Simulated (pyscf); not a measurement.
H₂C=O (SMILES C=O) + CH₄ (SMILES C) + HO⁻ (SMILES [OH-]) → H₃C–O⁻ (SMILES C[O-]) + H₃C–OH (SMILES CO), an addition across a multiple bond or ene-type step (singlet surface; C–H broken, C–H, C–O formed). Structures and frequencies: ωB97X-D3(BJ)/def2-SVPD in PySCF. Energies in eV from the separated reactants.

Small-basis levels: PySCF, no dispersion term, spherical d functions. AM1 to PM7: differences of heats of formation from MOPAC. GFN2-xTB: tblite. Cost: rough CPU time at the saddle relative to B3LYP/6-31G*, from one job on a shared machine.

```
level                    barrier  reaction energy        cost
-----------------------  -------  ---------------  ----------
HF/3-21G                    1.78            -1.58        0.05
BP86/6-31G*                 0.09            -1.44           2
B3LYP/STO-3G               -1.80            -3.71         0.5
B3LYP/6-31G*                0.75            -1.28           1
B3LYP/def2-SVP              0.49            -1.48           1
GFN2-xTB                    0.51            -1.76  under 0.02
AM1                         1.64            -1.77  under 0.02
ωB97M-D3(BJ)/def2-TZVPD     2.15            -0.25           –
```

Against the last row the barrier runs from -3.94 (B3LYP/STO-3G) to -0.37 eV (HF/3-21G). At B3LYP/STO-3G this geometry lies under one side, so the entry may be no barrier of that level: it is a single point on another level's saddle. ωB97M-D3(BJ)/def2-TZVPD has limits of its own. On the reactant side the descent ends in a bound adduct (not fully relaxed), 0.98 eV under the separated species and 3.17 eV under the saddle at ωB97X-D3(BJ)/def2-TZVPD. On the product side the descent ends in a bound adduct (not fully relaxed), 1.15 eV under the separated species and 3.65 eV under the saddle at ωB97X-D3(BJ)/def2-TZVPD. This is the saddle that the search found; another between the same sides may lie lower.
